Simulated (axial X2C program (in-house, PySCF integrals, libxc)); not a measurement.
# Correcting the dissociation energy of MgS for spin–orbit coupling

A spin-free CCSD(T) curve (one-electron X2C) was computed with an in-house relativistic program for diatomic molecules, basis S dyall-av3z [9s8p3d2f], Mg dyall-cv3z [9s8p6d3f] (cores contracted in-house), for the state M_S = 0, Λ = 0 (closed shell). It gives D0 = 2.053 eV to S + Mg, which in a spin-free picture are the weighted means of the ground terms.

Correlated methods: 8 electrons correlated (number of frozen shells: S 2 s, 1 p; Mg 2 s, 1 p), 242 virtual spin orbitals or spinors in MP2, 90 natural virtuals in coupled cluster.

Measured levels of the ground terms (NIST Handbook of Basic Atomic Spectroscopic Data), in cm⁻¹: S 3P: J = 2 at 0, J = 1 at 396.1, J = 0 at 573.6; Mg 1S: J = 0 at 0.

The molecular state has Λ = 0, so it has no first-order lowering.

(1) How far does each ground level lie under the (2J+1)-weighted mean of its term?

(2) Correct D0.

Second-order spin–orbit effects in the molecule, which grow quickly with Z, are left out. One determinant describes the state; a PBE0 search over occupations chose it and may have missed a lower one. Dissociation energies refer to the lowest single-determinant-based atoms at the same level and basis. Coupled cluster ran in a truncated set of natural virtual spinors; the MP2 energy of the rest was added. (T) has no such correction and the atoms are truncated less, which lowers De at CCSD(T) by a hundredth of an eV or more. Other states lie close and PBE0, whose exact exchange favours high spin, may order them wrongly; the determinant shown need not be the ground state. The nearest other spin-free determinant of the search, M_S = 1, Λ = 1, lies 0.48 eV up at the distance of the search.

Answers

(1) S: (5 × 0 + 3 × 396.1 + 1 × 573.6)/9 = 196 cm⁻¹; Mg: a single level, 0.

(2) D0 = 2.053 + (0 − 196)/8065.5 = 2.029 eV at CCSD(T) with these spin–orbit terms.
